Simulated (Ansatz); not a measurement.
Ansatz (a quantum-chemistry and plane-wave program) input (B3LYP-D3(BJ)/def2-TZVP):

Ansatz 0.2 input:
```yaml
crystal:
  periodic: [false, false, false]
  atoms:
    - {symbol: B, position_ang: [0.00000000, -0.00000000, -0.00000000]}
    - {symbol: Cl, position_ang: [0.00508444, 1.74500655, -0.02473757]}
    - {symbol: Cl, position_ang: [1.50850421, -0.87734968, -0.01892724]}
    - {symbol: Cl, position_ang: [-1.51358865, -0.86765687, 0.04366481]}
basis:
  gaussian:
    orbitals: def2-TZVP
hamiltonian:
  xc: b3lyp
  dispersion: d3bj
phonons: {temperatures: {t_min: 298.15, t_max: 298.15, t_step: 100}}
```

Output:

```
Functional definition: B3LYP
integrals: 0.07 GiB planned
958 factors; their error is unknown
mean field: 0.60 GiB planned
mean field evaluation 1: about -38249.4175 eV, gradient 1.6e1 eV
mean field evaluation 2: about -38249.4495 eV, gradient 1.6e1 eV
mean field evaluation 4: about -38250.0350 eV, gradient 6.8e-1 eV
mean field evaluation 8: about -38250.1264 eV, gradient 1.5e-3 eV
mean field -38250.12638495 eV, -1405.6662177801 hartree, gradient 7.7e-6 eV, S^2 0.000000; 0 other end points of the search recorded, 0 dependent functions left out
the calculation of the forces begins
reference -38250.12662467 eV, -1405.6662265897 hartree; 28, 28 occupied and 114, 114 virtual orbitals, 958 factors
these checks for a lower state are left out or cut short: stability, starts, cluster_reference, orbital_swaps, neighbouring_geometries, increment
integrals: 0.07 GiB planned
958 factors; their error is unknown
mean field: 0.60 GiB planned
mean field evaluation 16: about -38250.1262 eV, gradient 1.5e-1 eV
mean field -38250.12631376 eV, -1405.6662151639 hartree, gradient 9.7e-7 eV, S^2 0.000000; 0 other end points of the search recorded, 0 dependent functions left out
the calculation of the forces begins
reference -38250.12655349 eV, -1405.6662239737 hartree; 28, 28 occupied and 114, 114 virtual orbitals, 958 factors
these checks for a lower state are left out or cut short: stability, starts, cluster_reference, orbital_swaps, neighbouring_geometries, increment
integrals: 0.07 GiB planned
958 factors; their error is unknown
mean field: 0.60 GiB planned
mean field -38250.12631360 eV, -1405.6662151581 hartree, gradient 7.3e-7 eV, S^2 0.000000; 0 other end points of the search recorded, 0 dependent functions left out
the calculation of the forces begins
reference -38250.12655332 eV, -1405.6662239676 hartree; 28, 28 occupied and 114, 114 virtual orbitals, 958 factors
these checks for a lower state are left out or cut short: stability, starts, cluster_reference, orbital_swaps, neighbouring_geometries, increment
integrals: 0.07 GiB planned
958 factors; their error is unknown
mean field: 0.60 GiB planned
mean field evaluation 32: about -38250.1264 eV, gradient 1.9e-6 eV
mean field -38250.12640873 eV, -1405.6662186540 hartree, gradient 1.9e-6 eV, S^2 0.000000; 0 other end points of the search recorded, 0 dependent functions left out
the calculation of the forces begins
reference -38250.12664847 eV, -1405.6662274642 hartree; 28, 28 occupied and 114, 114 virtual orbitals, 958 factors
these checks for a lower state are left out or cut short: stability, starts, cluster_reference, orbital_swaps, neighbouring_geometries, increment
integrals: 0.07 GiB planned
958 factors; their error is unknown
mean field: 0.60 GiB planned
mean field -38250.12630516 eV, -1405.6662148478 hartree, gradient 1.3e-6 eV, S^2 0.000000; 0 other end points of the search recorded, 0 dependent functions left out
the calculation of the forces begins
reference -38250.12654487 eV, -1405.6662236568 hartree; 28, 28 occupied and 114, 114 virtual orbitals, 958 factors
these checks for a lower state are left out or cut short: stability, starts, cluster_reference, orbital_swaps, neighbouring_geometries, increment
integrals: 0.07 GiB planned
958 factors; their error is unknown
mean field: 0.60 GiB planned
mean field -38250.12640658 eV, -1405.6662185749 hartree, gradient 2.6e-6 eV, S^2 0.000000; 0 other end points of the search recorded, 0 dependent functions left out
the calculation of the forces begins
reference -38250.12664636 eV, -1405.6662273868 hartree; 28, 28 occupied and 114, 114 virtual orbitals, 958 factors
these checks for a lower state are left out or cut short: stability, starts, cluster_reference, orbital_swaps, neighbouring_geometries, increment
integrals: 0.07 GiB planned
958 factors; their error is unknown
mean field: 0.60 GiB planned
mean field -38250.12625113 eV, -1405.6662128623 hartree, gradient 1.5e-6 eV, S^2 0.000000; 0 other end points of the search recorded, 0 dependent functions left out
the calculation of the forces begins
reference -38250.12649079 eV, -1405.6662216696 hartree; 28, 28 occupied and 114, 114 virtual orbitals, 958 factors
these checks for a lower state are left out or cut short: stability, starts, cluster_reference, orbital_swaps, neighbouring_geometries, increment
integrals: 0.07 GiB planned
958 factors; their error is unknown
mean field: 0.60 GiB planned
mean field -38250.12640284 eV, -1405.6662184374 hartree, gradient 1.5e-6 eV, S^2 0.000000; 0 other end points of the search recorded, 0 dependent functions left out
the calculation of the forces begins
reference -38250.12664257 eV, -1405.6662272474 hartree; 28, 28 occupied and 114, 114 virtual orbitals, 958 factors
these checks for a lower state are left out or cut short: stability, starts, cluster_reference, orbital_swaps, neighbouring_geometries, increment
integrals: 0.07 GiB planned
958 factors; their error is unknown
mean field: 0.60 GiB planned
mean field evaluation 64: about -38250.1263 eV, gradient 1.2e-6 eV
mean field -38250.12633914 eV, -1405.6662160967 hartree, gradient 1.2e-6 eV, S^2 0.000000; 0 other end points of the search recorded, 0 dependent functions left out
the calculation of the forces begins
reference -38250.12657885 eV, -1405.6662249059 hartree; 28, 28 occupied and 114, 114 virtual orbitals, 958 factors
Total energy: -38250.36624472 eV, -1405.6750324642 hartree
Atom 0 at     0.000000     0.000000     0.000000 Å, force    -0.000000    -0.000016     0.000000 eV/Å
Atom 1 at     0.005084     1.745007    -0.024738 Å, force    -0.000000    -0.000067     0.000001 eV/Å
Atom 2 at     1.508504    -0.877350    -0.018927 Å, force    -0.000037     0.000042     0.000000 eV/Å
Atom 3 at    -1.513589    -0.867657     0.043665 Å, force     0.000037     0.000042    -0.000001 eV/Å
Dipole moment:    -0.000000    -0.000000     0.000000 e Å
Vibrations: 252.57 252.57 455.68 466.66 945.72 945.79 cm⁻¹, zero-point energy 0.205751 eV
```
